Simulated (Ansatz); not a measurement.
# Relative energies of C5H10 isomers

3 of its isomers, all singlets with charge 0: A = trans-2-pentene `C/C=C/CC`; B = 2-methyl-2-butene `CC=C(C)C`; C = 1,1-dimethylcyclopropane `CC1(C)CC1`.

Shapes, held fixed at every level: PBE0-D4/def2-TZVP. Flexible molecules stand in one conformer, not always the lowest. Programs: Ansatz 0.2.0.

Enthalpies at 298 K in kJ/mol, with harmonic thermal terms from PBE0-D4/def2-TZVP. Measured gas-phase heats of formation: A CRC Handbook of Chemistry and Physics; B CRC Handbook of Chemistry and Physics; C CRC Handbook of Chemistry and Physics.

Which isomer should be the most stable, and roughly by how much?

B < A < C in rising energy, over a span of 34 kJ/mol, by experiment. All levels agree on that. Mean absolute errors: CCSD(T)/CBS estimate 1.0; CCSD(T)/def2-TZVPP 1.6; CCSD/def2-TZVPP 2.2; B2PLYP/def2-TZVPP 2.8; B3LYP-D4/def2-TZVPP 4.2; CCSD(T)/def2-SVP 4.9; wB97X-V/def2-TZVPP 7.7; SPW92/def2-TZVPP 15.5 kJ/mol. The CBS estimate extrapolates MP2 from def2-TZVPP and def2-QZVPP and adds CCSD(T) − MP2 in the triple-zeta set, cores frozen. Gaps this small can turn on the conformers taken.

```csv
level,kind,B − A,C − A
SPW92/def2-TZVPP,LDA,-17.4,+0.3
B3LYP-D4/def2-TZVPP,global hybrid,-10.8,+31.2
wB97X-V/def2-TZVPP,range-separated hybrid,-9.7,+8.5
B2PLYP/def2-TZVPP,double hybrid,-8.8,+28.2
CCSD(T)/def2-SVP,coupled cluster or CI,-8.0,+15.7
CCSD(T)/def2-TZVPP,coupled cluster or CI,-9.4,+20.9
CCSD/def2-TZVPP,coupled cluster or CI,-8.1,+21.0
CCSD(T)/CBS estimate,coupled cluster or CI,-9.6,+22.0
measured,experiment,-9.8,+23.7
```
